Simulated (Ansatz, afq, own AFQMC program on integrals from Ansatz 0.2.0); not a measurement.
AFQMC on a folder of integrals that Ansatz 0.2.0 wrote.

```yaml
crystal:
  periodic: [false, false, false]
  atoms:
    - {symbol: Zr, position_ang: [0.000000, 0.000000, 0.000000]}
    - {symbol: S, position_ang: [0.000000, 0.000000, 1.951000]}
basis:
  gaussian: {orbitals: def2-SVP}
magnetization: {spin_polarized: false}
correlation: {method: ccsd_t, electrons: outside_noble_gas, hamiltonian_folder: ham}
```

```sh
$ ansatz run in.yaml --threads 1 --pin off --events-out ev --progress --plain --max-ram 1382MiB
```

Options of the walk:

```
--method phaseless --trial hf --walkers 120 --populations 1 --least-time 40 --time-step 0.005 --steps-per-block 20 --equilibration-blocks 160 --max-blocks 600 --target-error 0.00114 --factor-cut 1e-05 --seed 3549 --taylor-order 6
```

Times are imaginary, in 1/Eh. The walk had a cap of 613 s. Core potentials past Kr, no spin–orbit coupling.

Output of the walk:

```
orbitals 40  electrons 5 5  factors 335 of 488
reference energy -443.85612349 Eh
CCSD correlation -0.22829274 Eh in 15 cycles, weight of the determinant in the CISD state 0.8309
energy of the start -443.856123 Eh
 block  time / (1/Eh)  mean weight  energy / Eh
     1     0.100  1.0019  -443.894703
     2     0.200  0.9996  -443.923706
     3     0.300  1.0021  -443.953800
     4     0.400  1.0021  -443.972299
     5     0.500  1.0002  -443.988959
     9     0.900  0.9996  -444.028929
    58     5.800  0.9973  -444.083620
   115    11.500  1.0009  -444.153575
   134    13.400  1.0011  -444.114265
   210    21.000  0.9995  -444.085994
   286    28.600  1.0007  -444.100243
   362    36.200  0.9984  -444.112697
   438    43.800  1.0007  -444.098488
   514    51.400  0.9998  -444.082213
   590    59.000  0.9991  -444.113809
   666    66.600  0.9985  -444.113425
   685    68.500  0.9992  -444.066825
   742    74.200  0.9998  -444.094236
blocks merged  error / Eh  count
     1  0.000852  600
     2  0.001087  300
     4  0.001386  150
     8  0.001676  75
    16  0.001842  37
    32  0.001671  18
    64  0.001665  9
energy -444.097125 +/- 0.001842 Eh
(rows thinned)
```

The run passed its tests (sampling time, drift between the halves within three errors, error under three times the target), which doesn't prove that it has relaxed.

Against this walk (error 50.1 meV) on the same determinant: CCSD(T) 57.0 meV lower (within the noise), CCSDT(Q) 94.2 meV lower (within the noise), a separate phaseless walk with a CISD trial and standard settings 114.7 ± 56.7 meV lower. The error is statistical and leaves out the bias of the constraint.

Cautions: constraint bias not in the error; error above the target (50.1 against 31.0 meV); no spin-orbit coupling; outer-core shells of the metal frozen; higher spins were not checked; restricted determinant unstable towards unrestricted (UHF 260 meV lower, ⟨S²⟩ 0.77); (T) is large, 6 % of the CCSD correlation; CCSDT(Q) on the UHF determinant differs (40 meV higher), by its state or its frozen core.

The walk took 98 s on 1 thread of AMD EPYC 9R45 96-Core Processor (Zen 5) (shared host). The log's last line is the phaseless energy.

CCSDT and higher add their correlation energy to the determinant of the CCSD(T) run, since their own runs factorise the integrals more tightly (a shift of under 2 meV). A walk keeps the symmetry of its determinant, which the program's search chose and which needn't be the lowest solution, so a lower state of the same spin and another symmetry isn't excluded.
